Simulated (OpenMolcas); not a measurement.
# Na₂⁺ in OpenMolcas, from active space to Ω levels

Aim: the low electronic states of Na₂⁺, first without spin–orbit coupling and then as Ω levels, at one distance and along the bond.

Computed with OpenMolcas 26.06. Level: SA-CASSCF(1,8), XMS-CASPT2, RASSI; ANO-RCC-VTZP.

All values are calculated.

### 1 The job

C2 symmetry about the axis (a holds Σ, Δ, Γ; b holds Π, Φ, H; Σ⁺ and Σ⁻ are not told apart); roots by multiplicity and irrep: 2a 3, 2b 2.

Active shells: Na 3s 3p, Na 3s 3p.

Contents of m.inp:

```
&GATEWAY
Coord
2
angstrom
Na 0.0 0.0 0.0
Na 0.0 0.0 3.6490
Basis=ANO-RCC-VTZP
Group=XY
RX2C
AMFI
ANGMom
0.0 0.0 0.0
RICD
&SEWARD
&GUESSORB
&RASSCF
FileOrb=$CurrDir/o21.orb
Symmetry=1
Spin=2
nActEl=1 0 0
Inactive=6 4
RAS2=4 4
CIRoot=3 3 1
Linear
Iterations=120 100
OrbListing=Nothing
PRWF=0.15
>>COPY $Project.RasOrb $CurrDir/o21.orb
>>COPY $Project.rasscf.h5 $CurrDir/r21.h5
&CASPT2
XMultistate=all
Imaginary=0.2
IPEA=0.25
MaxIter=40
>>COPY $Project.JobMix JOB001
&RASSCF
FileOrb=$CurrDir/o22.orb
Symmetry=2
Spin=2
nActEl=1 0 0
Inactive=6 4
RAS2=4 4
CIRoot=2 2 1
Linear
Iterations=120 100
OrbListing=Nothing
PRWF=0.15
>>COPY $Project.RasOrb $CurrDir/o22.orb
>>COPY $Project.rasscf.h5 $CurrDir/r22.h5
&CASPT2
XMultistate=all
Imaginary=0.2
IPEA=0.25
MaxIter=40
>>COPY $Project.JobMix JOB002
&RASSI
Nr of JobIphs=2 3 2
1 2 3
1 2
SpinOrbit
EJob
Omega
MEES
MESO
Properties=4
'AngMom' 3 'Mltpl  1' 1 'Mltpl  1' 2 'Mltpl  1' 3
Thrs=1.0d-4
>>COPY $Project.rassi.h5 $CurrDir/so.h5
```

Each module block was a call of its own in one work directory; start orbitals came from a preliminary run.

The run is started by

```console
> pymolcas m.inp
```

### 2 The spin-free blocks

Output, in excerpt:

```text
++    Wave function specifications:
      Number of closed shell electrons          20
      Number of electrons in active shells       1
      Number of inactive orbitals               10
      Number of active orbitals                  8
      Number of secondary orbitals              50
      Spin quantum number                      0.5
      State symmetry                             1
++    Orbital specifications:
      Symmetry species                           1   2
                                                 a   b
      Frozen orbitals                            0   0
      Inactive orbitals                          6   4
      Active orbitals                            4   4
      RAS2 orbitals                              4   4
      Secondary orbitals                        26  24
      Number of basis functions                 36  32
      printout of CI-coefficients larger than  0.15 for root  1
      energy=    -323.985560
      conf/sym  1111 2222     Coeff  Weight
             3  00u0 0000  -0.18540 0.03437
             4  000u 0000   0.98095 0.96226
      printout of CI-coefficients larger than  0.15 for root  2
      energy=    -323.902440
      conf/sym  1111 2222     Coeff  Weight
             2  0u00 0000   0.94843 0.89953
             3  00u0 0000   0.31695 0.10046
      printout of CI-coefficients larger than  0.15 for root  3
      energy=    -323.847762
      conf/sym  1111 2222     Coeff  Weight
             2  0u00 0000  -0.31162 0.09711
             3  00u0 0000   0.93015 0.86517
             4  000u 0000   0.19423 0.03772
      Natural orbitals and occupation numbers for root  1
      sym 1:  -0.000000   0.000000  -0.000000   1.000000
      sym 2:   0.000000   0.000000   0.000000   0.000000
      Natural orbitals and occupation numbers for root  2
      sym 1:   0.000000   1.000000   0.000000  -0.000000
      sym 2:   0.000000   0.000000   0.000000   0.000000
      Natural orbitals and occupation numbers for root  3
      sym 1:   0.000000  -0.000000   1.000000   0.000000
      sym 2:   0.000000   0.000000   0.000000   0.000000
      RASSCF energy for state  3                   -323.84776152
::    RASSCF root number  1 Total energy:   -323.98555969
::    RASSCF root number  2 Total energy:   -323.90243951
::    RASSCF root number  3 Total energy:   -323.84776152
      Von Neumann Entropy (Root   1) =  0.50000
++    Wave function specifications:
      Number of closed shell electrons          12
      Number of electrons in active shells       1
      Number of inactive orbitals                6
      Number of active orbitals                  8
      Number of secondary orbitals              50
      Spin quantum number                      0.5
      State symmetry                             1
      Number of CSFs                             4
      Number of CASSCF root(s) available         3
      CASPT2 state passed to geometry opt.       3
      A file JOBMIX will be created
      This is a MULTI-STATE CASSCF reference
      Number of CI roots used                    3
      These are:                                 1   2   3
      Off-diagonal elements of Heff are computed
  FINAL CASPT2 RESULT:
      Reference energy:        -323.9855596902
      E2 (Non-variational):      -0.3031072467
      Shift correction:          -0.0001667852
      E2 (Variational):          -0.3032740319
      Total energy:            -324.2888337221
      Reference weight:           0.96778
  FINAL CASPT2 RESULT:
      Reference energy:        -323.9024395057
      E2 (Non-variational):      -0.3034658935
      Shift correction:          -0.0001686018
      E2 (Variational):          -0.3036344953
      Total energy:            -324.2060740010
      Reference weight:           0.96768
  FINAL CASPT2 RESULT:
      Reference energy:        -323.8477615235
      E2 (Non-variational):      -0.3005026275
      Shift correction:          -0.0001607193
      E2 (Variational):          -0.3006633468
      Total energy:            -324.1484248703
      Reference weight:           0.96831
       Total XMS-CASPT2 energies:
::    XMS-CASPT2 Root  1     Total energy:   -324.28875399
::    XMS-CASPT2 Root  2     Total energy:   -324.20607400
::    XMS-CASPT2 Root  3     Total energy:   -324.14850461
++    Wave function specifications:
      Number of closed shell electrons          20
      Number of electrons in active shells       1
      Number of inactive orbitals               10
      Number of active orbitals                  8
      Number of secondary orbitals              50
      Spin quantum number                      0.5
      State symmetry                             2
      printout of CI-coefficients larger than  0.15 for root  1
      energy=    -323.877684
      conf/sym  1111 2222     Coeff  Weight
             3  0000 00u0   0.49730 0.24731
             4  0000 000u  -0.86758 0.75269
      printout of CI-coefficients larger than  0.15 for root  2
      energy=    -323.877684
      conf/sym  1111 2222     Coeff  Weight
             3  0000 00u0   0.86758 0.75269
             4  0000 000u   0.49730 0.24731
      Natural orbitals and occupation numbers for root  1
      sym 1:   0.000000   0.000000   0.000000   0.000000
      sym 2:   0.000000   0.000000   0.000000   1.000000
      Natural orbitals and occupation numbers for root  2
      sym 1:   0.000000   0.000000   0.000000   0.000000
      sym 2:   0.000000   0.000000   1.000000   0.000000
      RASSCF energy for state  2                   -323.87768403
::    RASSCF root number  1 Total energy:   -323.87768405
::    RASSCF root number  2 Total energy:   -323.87768403
      Von Neumann Entropy (Root   1) =  0.50000
++    Wave function specifications:
      Number of closed shell electrons          12
      Number of electrons in active shells       1
      Number of inactive orbitals                6
      Number of active orbitals                  8
      Number of secondary orbitals              50
      Spin quantum number                      0.5
      State symmetry                             2
      Number of CSFs                             4
      Number of CASSCF root(s) available         2
      CASPT2 state passed to geometry opt.       2
      A file JOBMIX will be created
      This is a MULTI-STATE CASSCF reference
      Number of CI roots used                    2
      These are:                                 1   2
      Off-diagonal elements of Heff are computed
  FINAL CASPT2 RESULT:
      Reference energy:        -323.8776840525
      E2 (Non-variational):      -0.2995485826
      Shift correction:          -0.0001565744
      E2 (Variational):          -0.2997051570
      Total energy:            -324.1773892094
      Reference weight:           0.96856
  FINAL CASPT2 RESULT:
      Reference energy:        -323.8776840279
      E2 (Non-variational):      -0.2995486356
      Shift correction:          -0.0001565690
      E2 (Variational):          -0.2997052046
      Total energy:            -324.1773892325
      Reference weight:           0.96856
       Total XMS-CASPT2 energies:
::    XMS-CASPT2 Root  1     Total energy:   -324.17738923
[... the kept output breaks off here ...]
```

Spin-free states (degenerate pairs once).

| state | CASSCF root of the same rank (eV) | XMS-CASPT2 (eV) |
| --- | --- | --- |
| (1)2Σ | 0.00 | 0.000 |
| (2)2Σ | 2.26 | 2.250 |
| (1)2Π | 2.94 | 3.030 |
| (3)2Σ | 3.75 | 3.816 |

State-averaged natural occupations by block (full and empty orbitals left out): 2a: 0.33 0.33 0.33; 2b: 0.50 0.50. Reference weights run from 0.968 to 0.969.

### 3 Spin–orbit coupling by RASSI

RASSI output, in excerpt:

```text
[... earlier lines were not kept ...]
  SPIN-FREE ENERGIES:
  (Shifted by EMIN (a.u.) =       -324.2887539850)
 SF State       Relative EMIN(au)   Rel lowest level(eV)    D:o, cm**(-1)      Abs_M
     1             0.0000000000        0.0000000000              0.0000         0.0
     2             0.0826799840        2.2498369791          18146.1590         0.0
     4             0.1113647516        3.0303892712          24441.7378         1.0
     5             0.1113647764        3.0303899454          24441.7433         1.0
     3             0.1402493776        3.8163799852          30781.1805         0.0
++ Dipole transition strengths (spin-free states):
     for osc. strength at least  1.00000000E-05
      From   To        Osc. strength     Einstein coefficients Ax, Ay, Az (sec-1)    Total A (sec-1)
         1    2       3.33349424E-01  0.00000000E+00  0.00000000E+00  7.32169039E+07  7.32169039E+07
         1    4       3.59893279E-01  8.93510145E+07  5.40592131E+07  0.00000000E+00  1.43410228E+08
         1    5       3.59893352E-01  5.40592476E+07  8.93510729E+07  0.00000000E+00  1.43410321E+08
         2    3       6.83503799E-01  0.00000000E+00  0.00000000E+00  7.27838671E+07  7.27838671E+07
         4    3       1.35273724E-02  2.25931718E+05  1.36693351E+05  0.00000000E+00  3.62625069E+05
         5    3       1.35273642E-02  1.36693052E+05  2.25931177E+05  0.00000000E+00  3.62624229E+05
 Electric-quadrupole - electric-quadrupole not included
 Electric-dipole - electric-octupole not included
 Electric-dipole - magnetic-quadrupole not included
   Eigenvalues of complex Hamiltonian:
  (Shifted by EMIN (a.u.) =       -324.2887539850)
 SO State       Relative EMIN(au)   Rel lowest level(eV)    D:o, cm**(-1)      Omega
     1            -0.0000000000        0.0000000000              0.0000         0.5
     2            -0.0000000000        0.0000000000              0.0000         0.5
     3             0.0826799817        2.2498369168          18146.1585         0.5
     4             0.0826799817        2.2498369168          18146.1585         0.5
     5             0.1113399820        3.0297152558          24436.3015         0.5
     6             0.1113399820        3.0297152558          24436.3015         0.5
     7             0.1113895483        3.0310640230          24447.1801         1.5
     8             0.1113895483        3.0310640230          24447.1801         1.5
     9             0.1402493776        3.8163799852          30781.1805         0.5
    10             0.1402493776        3.8163799852          30781.1805         0.5
 Weights of the five most important spin-orbit-free states for each spin-orbit state.
 SO State  Total energy (au)           Spin-free states, spin, and weights
    1        -0.000000       1 0.5  1.0000    4 0.5  0.0000    5 0.5  0.0000    2 0.5  0.0000    3 0.5  0.0000
    2        -0.000000       1 0.5  1.0000    4 0.5  0.0000    5 0.5  0.0000    2 0.5  0.0000    3 0.5  0.0000
    3         0.082680       2 0.5  1.0000    4 0.5  0.0000    5 0.5  0.0000    1 0.5  0.0000    3 0.5  0.0000
    4         0.082680       2 0.5  1.0000    4 0.5  0.0000    5 0.5  0.0000    3 0.5  0.0000    1 0.5  0.0000
    5         0.111340       4 0.5  0.5002    5 0.5  0.4998    2 0.5  0.0000    3 0.5  0.0000    1 0.5  0.0000
    6         0.111340       4 0.5  0.5002    5 0.5  0.4998    2 0.5  0.0000    3 0.5  0.0000    1 0.5  0.0000
    7         0.111390       5 0.5  0.5002    4 0.5  0.4998    2 0.5  0.0000    3 0.5  0.0000    1 0.5  0.0000
    8         0.111390       5 0.5  0.5002    4 0.5  0.4998    2 0.5  0.0000    1 0.5  0.0000    3 0.5  0.0000
    9         0.140249       3 0.5  1.0000    4 0.5  0.0000    5 0.5  0.0000    2 0.5  0.0000    1 0.5  0.0000
   10         0.140249       3 0.5  1.0000    4 0.5  0.0000    5 0.5  0.0000    2 0.5  0.0000    1 0.5  0.0000
++ Dipole transition strengths (SO states):
        for osc. strength at least   1.00000000E-05
      From   To        Osc. strength     Einstein coefficients Ax, Ay, Az (sec-1)    Total A (sec-1)
         1    3       3.33349389E-01  0.00000000E+00  0.00000000E+00  7.32168920E+07  7.32168920E+07
         1    5       3.59813200E-01  7.16660870E+07  7.16484577E+07  0.00000000E+00  1.43314545E+08
         1    7       3.59973410E-01  7.17441951E+07  7.17618484E+07  0.00000000E+00  1.43506043E+08
         2    4       3.33349389E-01  0.00000000E+00  0.00000000E+00  7.32168920E+07  7.32168920E+07
         2    6       3.59813200E-01  7.16660870E+07  7.16484577E+07  0.00000000E+00  1.43314545E+08
         2    8       3.59973410E-01  7.17441951E+07  7.17618484E+07  0.00000000E+00  1.43506043E+08
         3    9       6.83503772E-01  0.00000000E+00  0.00000000E+00  7.27838699E+07  7.27838699E+07
         4   10       6.83503772E-01  0.00000000E+00  0.00000000E+00  7.27838699E+07  7.27838699E+07
         5    9       1.35389732E-02  1.81801754E+05  1.81757025E+05  0.00000000E+00  3.63558779E+05
         6   10       1.35389732E-02  1.81801754E+05  1.81757025E+05  0.00000000E+00  3.63558779E+05
         7    9       1.35157612E-02  1.80823759E+05  1.80868246E+05  0.00000000E+00  3.61692005E+05
         8   10       1.35157612E-02  1.80823759E+05  1.80868246E+05  0.00000000E+00  3.61692005E+05
 Electric-quadrupole - electric-quadrupole not included
 Electric-dipole - electric-octupole not included
[... the kept output breaks off here ...]
```

Run time: 9.3 s. Hardware: 1 thread of Arm Neoverse V1, shared host.

Levels:

```json
{"Ω": "1/2", "energy (cm⁻¹)": "0", "parentage": "100% (1)2Σ", "f from lowest": "0"}
{"Ω": "1/2", "energy (cm⁻¹)": "18146", "parentage": "100% (2)2Σ", "f from lowest": "0.33"}
{"Ω": "1/2", "energy (cm⁻¹)": "24436", "parentage": "100% (1)2Π", "f from lowest": "0.36"}
{"Ω": "3/2", "energy (cm⁻¹)": "24447", "parentage": "100% (1)2Π", "f from lowest": "0.36"}
{"Ω": "1/2", "energy (cm⁻¹)": "30781", "parentage": "100% (3)2Σ", "f from lowest": "0"}
```

### 4 Along the bond: spin-free states

The same input was run at the other distances; those logs are left out. Energies in eV from the lowest point of the curves kept. Curves are followed by energy order within each symmetry, so they can change character at crossings; Σ⁺ and Σ⁻ are counted together.

```csv
R (Å),(1)2Σ,(2)2Σ,(3)2Σ,(1)2Π
3.138,0.080,2.767,4.346,3.221
3.321,0.025,2.564,4.131,3.136
3.485,0.002,2.399,3.964,3.076
3.649,0.000,2.250,3.816,3.030
3.832,0.013,2.100,3.672,2.992
4.014,0.041,1.964,3.543,2.964
4.269,0.095,1.797,3.388,2.938
4.598,0.181,1.617,3.221,2.922
5.109,0.326,1.403,3.020,2.921
5.838,0.519,1.201,2.829,2.942
6.933,0.733,1.046,2.708,2.984
8.393,0.879,0.975,2.738,3.022
10.947,0.949,0.959,2.903,3.043
```

Constants where the minimum is well bracketed:

```csv
curve,Te from the first (cm⁻¹),Re (Å),ωe (cm⁻¹)
(1)2Σ,0,3.591,119.5
```

### 5 Along the bond: spin–orbit levels

Energies in eV from the lowest point of the curves kept. Curves are followed by energy order within each symmetry, so they can change character at crossings; levels whose Ω could not be read are left out of the count.

```csv
R (Å),(1)Ω=1/2,(2)Ω=1/2,(3)Ω=1/2,(1)Ω=3/2,(4)Ω=1/2
3.138,0.080,2.767,3.220,3.221,4.346
3.321,0.025,2.564,3.135,3.136,4.131
3.485,0.002,2.399,3.076,3.077,3.964
3.649,0.000,2.250,3.030,3.031,3.816
3.832,0.013,2.100,2.991,2.992,3.672
4.014,0.041,1.964,2.963,2.964,3.543
4.269,0.095,1.797,2.937,2.939,3.388
4.598,0.181,1.617,2.922,2.923,3.221
5.109,0.326,1.403,2.921,2.922,3.020
5.838,0.519,1.201,2.829,2.943,2.942
6.933,0.733,1.046,2.708,2.984,2.983
8.393,0.879,0.975,2.738,3.022,3.022
10.947,0.949,0.959,2.903,3.043,3.042
```

Constants where the minimum is well bracketed:

```csv
curve,Te from the first (cm⁻¹),Re (Å),ωe (cm⁻¹)
(1)Ω=1/2,0,3.591,119.5
```

All 13 distances took 2.2 min on 1 thread of Arm Neoverse V1, shared host.

### 6 Outcome

| quantity | value |
| --- | --- |
| lowest spin-free state | (1)2Σ |
| next spin-free state | (2)2Σ, 2.250 eV |
| lowest level | Ω = 1/2, 100 % (1)2Σ |
| next level | Ω = 1/2, 18146 cm⁻¹ |
| lowering by spin–orbit coupling | 0 cm⁻¹ |
| lowest curve, Re and ωe | 3.591 Å, 119.5 cm⁻¹ |

At 3.649 Å the lowest computed level has Ω = 1/2 and is 100 % (1)2Σ. g and u states are not told apart. Only the spin multiplicities and numbers of roots in the input were computed, so the list of states is not complete and the lowest one found need not be the ground state; labels number the states computed.
